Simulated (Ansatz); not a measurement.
# SiHCl (triplet): from Hartree-Fock to the top rungs at distance Cl1–H2 along a hydrogen transfer = 1.279 Å, cc-pVTZ

Aim: climb from Hartree-Fock through coupled cluster and multireference methods for SiHCl (triplet) at one geometry and basis, and see what each rung misses.

Computed with Ansatz 0.2.0, Gaussian basis. Level: cc-pVTZ, core rule «outside noble gas», up to 10 orbitals frozen.

To be run: UHF; CCSD(T) on ROHF; CCSD(T) on UHF; BCCD(T) on ROHF; CCSDT(Q) on ROHF; CCSDT(Q) on UHF; CASSCF and MRCISD+Q, 4 electrons in 4 orbitals; CASSCF and NEVPT2, 4 electrons in 4 orbitals; CASSCF and MRCISD+Q, 12 electrons in 9 orbitals; CASSCF and NEVPT2, 12 electrons in 9 orbitals.

**1. The system**

The geometry derives from fragments relaxed apart (PBE0/def2-TZVP) and kept rigid, so it is no stationary point. A hydrogen atom is moved between rigid fragments.

3 atoms, charge 0, spin multiplicity 3.

Atoms are counted from 1 here; the program's logs count them from 0.

Bond lengths: Cl1–H2 1.279 Å.

As a file:

```xyz
3

Cl    0.0000    0.0000   -1.5969
H     0.0000    0.0000   -0.3181
Si    0.0000    0.0000    1.9151
```

**2. UHF**

The input, in.yaml:

```yaml
crystal:
  periodic: [false, false, false]
  atoms:
    - {symbol: Cl, position_ang: [0.000000, 0.000000, -1.596933]}
    - {symbol: H, position_ang: [0.000000, 0.000000, -0.318133]}
    - {symbol: Si, position_ang: [0.000000, 0.000000, 1.915067]}
basis:
  gaussian: {orbitals: cc-pVTZ}
magnetization: {spin_polarized: true, initial_magnetization: 2}
hamiltonian: {xc: hf}
output: {orbitals: {seedname: orbitals}}
```

Command:

```console
$ ansatz run in.yaml --threads 1 --pin off --events-out ev --progress --plain --max-ram 2816MiB --backend cpu
```

After this run come: CCSD(T) on ROHF; CCSD(T) on UHF; BCCD(T) on ROHF; CCSDT(Q) on ROHF; CCSDT(Q) on UHF; CASSCF and MRCISD+Q, 4 electrons in 4 orbitals; CASSCF and NEVPT2, 4 electrons in 4 orbitals; CASSCF and MRCISD+Q, 12 electrons in 9 orbitals; CASSCF and NEVPT2, 12 electrons in 9 orbitals.

Before running them: what should the planned runs give, taken together? Wanted: UCCSDT(Q) below the RHF energy; RMP2 from UCCSDT(Q); UMP2 from UCCSDT(Q); RCCSD from UCCSDT(Q); RCCSD(T) from UCCSDT(Q); UCCSD(T) from UCCSDT(Q); RCCSDT(Q) from UCCSDT(Q); NEVPT2 pair from UCCSDT(Q); MRCISD+Q pair from UCCSDT(Q).

**Answer**, as computed:

```
                         quantity                      value
   UCCSDT(Q) below the RHF energy                 -8.7067 eV
              RMP2 from UCCSDT(Q)                +1333.3 meV
              UMP2 from UCCSDT(Q)                +1339.6 meV
             RCCSD from UCCSDT(Q)                 +355.5 meV
          RCCSD(T) from UCCSDT(Q)                  +47.1 meV
          UCCSD(T) from UCCSDT(Q)                  +46.0 meV
         RCCSDT(Q) from UCCSDT(Q)                   +1.5 meV
       NEVPT2 pair from UCCSDT(Q)                +1383.6 meV
     MRCISD+Q pair from UCCSDT(Q)                 +167.8 meV
    NEVPT2 valence from UCCSDT(Q)                +1840.9 meV
levels within 1 kcal/mol (43 meV)  RCCSDT, UCCSDT, RCCSDT(Q)
                    T1 diagnostic                      0.015
   effectively unpaired electrons                       2.02
```

RCCSD(T) misses by +47.1 meV, 0.5 % of the correlation energy. One determinant dominates. Of the multireference levels listed MRCISD+Q valence comes nearest in total energy (+164.5 meV), which doesn't show that its space is the better one. These misses are within one basis, not against nature; the frozen cores of restricted and unrestricted runs differ, which can shift their rows.
